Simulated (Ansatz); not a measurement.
Antifluorite Mg₂Sn, relaxed in Ansatz (plane waves) with several semilocal functionals. Each gives its own volume and its own bulk modulus:

| level | V0 (Å³/atom) | bulk modulus B0 (GPa) | ln V0 | ln B0 |
|---|---|---|---|---|
| LDA | 24.647 | 46.82 | 3.2047 | 3.8463 |
| PBE | 26.385 | 40.39 | 3.2728 | 3.6986 |
| revPBE | 27.014 | 38.44 | 3.2964 | 3.6491 |
| BLYP | 27.176 | 35.99 | 3.3023 | 3.5832 |
| RPBE | 27.194 | 37.90 | 3.3030 | 3.6350 |

Fit a straight line to ln B0 against ln V0. What does it predict for PBEsol, whose volume is 25.577 Å³/atom?

With x = ln V0 and y = ln B0: means 3.27584 and 3.68244; Σ(Δx Δy) = -0.01631, Σ(Δx²) = 0.006931, so the slope is -2.35. At x = 3.2417 the line gives y = 3.68244 + (-2.35) × (3.2417 − 3.27584) = 3.7627, or 43.06 GPa. The run with PBEsol gives 43.67 GPa, +1.4 % from the line. The rows used scatter about it by up to 3.6 %, while the largest value lies 30 % above the smallest. For comparison, PBE's own equation of state has B′ = 4.4, the slope −d ln B/d ln V at a fixed functional; the two needn't agree, since functionals also differ at one volume.

Ansatz's density-functional and Hartree–Fock values are scalar-relativistic unless marked +SOC, with PAW data made under PBE.

Ansatz is a quantum-chemistry and plane-wave program.
